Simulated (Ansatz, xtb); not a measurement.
Molecule: C2H8N, net charge 1, singlet state. It need not be the lowest isomer of its formula. SMILES: C[NH2+]C
Structure (B3LYP-D3(BJ)/def2-TZVP (Ansatz, an electronic-structure program) minimum search):
```
N
H 1 1.0225
H 1 1.0225 2 105.89
C 1 1.5031 2 109.14 3 117.36
H 4 1.0866 1 108.35 2 -177.81
H 4 1.0866 5 110.30 1 118.45
H 4 1.0870 5 110.46 6 122.40
C 1 1.5031 2 109.14 3 -117.36
H 8 1.0866 1 108.35 2 -62.51
H 8 1.0866 9 110.30 1 118.45
H 8 1.0870 9 110.46 10 122.40
```
Charge +1, spin multiplicity 1.

Harmonic wavenumbers from GFN2-xTB (xtb, at its own minimum), cm⁻¹: 201, 266, 377, 812, 924, 969, 1001, 1097, 1182, 1201, 1234, 1305, 1411, 1416, 1442, 1447, 1453, 1457, 1462, 3062, 3063, 3064, 3064, 3066, 3067, 3211, 3212.

**Question.** Give the harmonic wavenumbers at B3LYP-D3(BJ)/def2-TZVP (Ansatz, finite differences of forces, unscaled).

**Answer.** 197, 265, 383, 817, 854, 988, 1028, 1074, 1248, 1278, 1390, 1426, 1454, 1480, 1492, 1495, 1506, 1507, 1663, 3081, 3082, 3176, 3176, 3178, 3179, 3412, 3455 cm⁻¹. Zero-point energy 67.6 kcal/mol.

**Question.** From these and the geometry, give the ideal-gas thermochemistry at 298.15 K and 1 atm (rigid rotor, harmonic oscillator).

**Answer.** Point group C2v, rotational symmetry number 2. Rotational constants 30.18, 8.677, 7.67 GHz. S(trans) 37.41, S(rot) 21.22, S(vib) 5.61, S(elec, spin only) 0.00, S 64.2 cal/(mol K). H(298) - H(0) 3.42 kcal/mol; G - E(el) 51.9 kcal/mol.
